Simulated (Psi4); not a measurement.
**C2F2O (SMILES O=C=C(F)F) at PBE0/def2-SVPD**

What is the vertical ionisation energy of C2F2O at PBE0/def2-SVPD? 

The results are computed with Psi4 1.11.

1 further run of the same task is left out (set aside as unsound or not needed).

## Step 1: The structure to begin with

The species is C2F2O (5 atoms), meant as a singlet with charge 0. SMILES: `O=C=C(F)F`. The coordinates come from a GFN2-xTB relaxation.

Bond lengths: O1–C2 1.162 Å, C2–C3 1.308 Å, C3–F4 1.338 Å, C3–F5 1.338 Å. Angles: O1–C2–C3 180.0°, C2–C3–F4 123.6°, C2–C3–F5 123.6°, F4–C3–F5 112.8°.

## Step 2: The energy at PBE0/def2-SVPD

Input file run.py:

```python
import numpy as np
from ase.calculators.psi4 import Psi4
from ase import Atoms

mol = Atoms(['O', 'C', 'C', 'F', 'F'], positions=[
    [0.745620, -0.901860, 1.634620],
    [0.314460, -0.380840, 0.689950],
    [-0.170060, 0.205740, -0.373410],
    [-1.018650, -0.384370, -1.223640],
    [0.128630, 1.461330, -0.727510],
])
calc = Psi4(atoms=mol, method='pbe0', basis='def2-SVPD', memory='1600MB', num_threads=1, charge=0, multiplicity=1, label='c2f2o')
calc.psi4.set_options({'puream': True, 'e_convergence': 1e-09, 'd_convergence': 1e-08, 'scf_type': 'pk', 'dft_radial_points': 99, 'dft_spherical_points': 590})
mol.calc = calc

print(f'energy: {mol.get_potential_energy():.6f} eV')
```

Started as:

```
$ python run.py
```

c2f2o.dat:

```text
[...]
  Running in c1 symmetry.
[...]
  Nuclear repulsion =  155.583129242461922
[...]
  Multiplicity = 1
[...]
  Nalpha       = 19
  Nbeta        = 19
[...]
    Number of basis functions: 109
[...]
   @RKS iter   1:  -350.34044208012972   -1.97537e-01   4.44976e-03 DIIS/ADIIS
[...]
   @RKS iter  11:  -350.42953760629666   -4.37694e-12   8.00168e-09 DIIS
[...]
    Orbital Energies [Eh]
    ---------------------
    Doubly Occupied:
       1A    -24.844193     2A    -24.844188     3A    -19.321184
       4A    -10.424938     5A    -10.392225     6A     -1.318595
       7A     -1.264360     8A     -1.171612     9A     -0.832600
      10A     -0.663187    11A     -0.621820    12A     -0.567765
      13A     -0.566153    14A     -0.498598    15A     -0.497460
      16A     -0.493034    17A     -0.488884    18A     -0.468892
      19A     -0.266762
[...]
  @RKS Final Energy:  -350.42953760629666
   => Energetics <=
    Nuclear Repulsion Energy =            155.5831292424619221
    One-Electron Energy =                -791.3797985060940618
    Two-Electron Energy =                 315.5888068875432850
    DFT Exchange-Correlation Energy =     -30.2216752302078575
    Empirical Dispersion Energy =           0.0000000000000000
    VV10 Nonlocal Energy =                  0.0000000000000000
    Total Energy =                       -350.4295376062966625
[...]
 Multipole Moments:
 ------------------------------------------------------------------------------------
     Multipole            Electronic (a.u.)      Nuclear  (a.u.)        Total (a.u.)
 ------------------------------------------------------------------------------------
 L = 1.  Multiply by 2.5417464519 to convert [e a0] to [Debye]
 Dipole X            :         -0.7412122            0.7647652            0.0235530
 Dipole Y            :          0.8963877           -0.9253591           -0.0289714
 Dipole Z            :         -1.6244999            1.6765656            0.0520657
 Magnitude           :                                                    0.0640697
[...]
```

The script printed:

```text
Memory set to   1.490 GiB by Python driver.
  Threads set to 1 by Python driver.

  Memory set to   1.490 GiB by Python driver.
  Threads set to 1 by Python driver.
energy: -9535.673422 eV
```

It took 17 s on 1 thread of Intel Xeon Platinum 8488C (Sapphire Rapids), shared host; peak memory 0.56 GiB.

## Step 3: The doublet cation: energy and forces at UPBE0/def2-SVPD

Input file run.py:

```python
import psi4

psi4.set_memory('1600 MB')
psi4.set_num_threads(1)
psi4.core.set_output_file('run.log', False)

geom = psi4.geometry("""
1 2
O      0.745620    -0.901860     1.634620
C      0.314460    -0.380840     0.689950
C     -0.170060     0.205740    -0.373410
F     -1.018650    -0.384370    -1.223640
F      0.128630     1.461330    -0.727510
symmetry c1
no_reorient
no_com
""")

psi4.set_options({
    'basis': 'def2-SVPD',
    'reference': 'uks',
    'puream': True,
    'e_convergence': 1e-09,
    'd_convergence': 1e-08,
    'scf_type': 'pk',
    'dft_radial_points': 99,
    'dft_spherical_points': 590,
    'maxiter': 200,
})

e_tot, wfn = psi4.gradient('PBE0', return_wfn=True)
psi4.oeprop(wfn, 'MULLIKEN_CHARGES', 'LOWDIN_CHARGES', 'WIBERG_LOWDIN_INDICES')
print('gradient / Eh bohr^-1')
print(e_tot.np.round(6))
print(f'energy = {wfn.energy():.10f} Eh')
```

Started as:

```
$ python run.py
```

run.log (excerpt; [...] marks lines left out):

```text
[...]
  Running in c1 symmetry.
[...]
  Nuclear repulsion =  155.583129242461922
[...]
  Multiplicity = 2
[...]
  Nalpha       = 19
  Nbeta        = 18
[...]
    Number of basis functions: 109
[...]
   @UKS iter   1:  -349.99362093149352    1.49284e-01   3.92447e-03 ADIIS/DIIS
[...]
   @UKS iter  16:  -350.06420734023220   -2.78533e-12   2.99474e-09 DIIS
[...]
   @S^2 Observed:                7.563106882E-01
[...]
  @UKS Final Energy:  -350.06420734023220
   => Energetics <=
    Nuclear Repulsion Energy =            155.5831292424619221
    One-Electron Energy =                -780.0902482917397265
    Two-Electron Energy =                 304.3437110161547707
    DFT Exchange-Correlation Energy =     -29.9007993071091995
    Empirical Dispersion Energy =           0.0000000000000000
    VV10 Nonlocal Energy =                  0.0000000000000000
    Total Energy =                       -350.0642073402322012
[...]
 Multipole Moments:
 ------------------------------------------------------------------------------------
     Multipole            Electronic (a.u.)      Nuclear  (a.u.)        Total (a.u.)
 ------------------------------------------------------------------------------------
 L = 1.  Multiply by 2.5417464519 to convert [e a0] to [Debye]
 Dipole X            :          2.4279740           -2.2276470            0.2003270
 Dipole Y            :         -2.9397505            2.6969415           -0.2428090
 Dipole Z            :          5.3225854           -4.8833358            0.4392496
 Magnitude           :                                                    0.5403955
[...]
  -Total Gradient:
     Atom            X                  Y                   Z
    ------   -----------------  -----------------  -----------------
       1        0.025999402275    -0.031396856957     0.056938877580
       2       -0.058502098023     0.070750614308    -0.128235184598
       3        0.068022343890    -0.082273886647     0.148997417837
       4       -0.043724494383    -0.020295500207    -0.050088371856
       5        0.008211839003     0.063206559769    -0.027597117604
[...]
  Mulliken Charges: (a.u.)
   Center  Symbol    Alpha    Beta     Spin     Total
       1     O     4.22052  3.93959  0.28093 -0.16011
       2     C     2.67210  2.62166  0.05044  0.70624
       3     C     2.72939  2.19536  0.53403  1.07525
       4     F     4.68900  4.62171  0.06729 -0.31072
[...]
```

On the terminal:

```text
Memory set to   1.490 GiB by Python driver.
  Threads set to 1 by Python driver.
gradient / Eh bohr^-1
[[ 0.025999 -0.031397  0.056939]
 [-0.058502  0.070751 -0.128235]
 [ 0.068022 -0.082274  0.148997]
 [-0.043724 -0.020296 -0.050088]
 [ 0.008212  0.063207 -0.027597]]
energy = -350.0642073402 Eh
```

It took 39 s on 1 thread of Intel Xeon Platinum 8488C (Sapphire Rapids), shared host; peak memory 0.55 GiB.

## Step 4: What came out

At PBE0/def2-SVPD:

```
                                          quantity          value
                       singlet C2F2O: total energy  -350.42954 Eh
                      singlet C2F2O: dipole moment         0.16 D
                        singlet C2F2O: HOMO energy       -7.26 eV
                        singlet C2F2O: LUMO energy       -2.91 eV
                      singlet C2F2O: HOMO–LUMO gap        4.35 eV
                      doublet cation: total energy  -350.06421 Eh
doublet cation: HOMO energy (highest over α and β)      -16.31 eV
 doublet cation: LUMO energy (lowest over α and β)      -12.62 eV
                              doublet cation: ⟨S²⟩          0.756
          doublet cation: largest force on an atom     9.425 eV/Å
vertical ionisation energy (to the doublet cation)       9.941 eV
```

In words: Removing an electron at fixed nuclei costs 9.94 eV (959 kJ/mol). The negative HOMO energy of the first species, 7.26 eV, lies 2.68 eV below that difference.
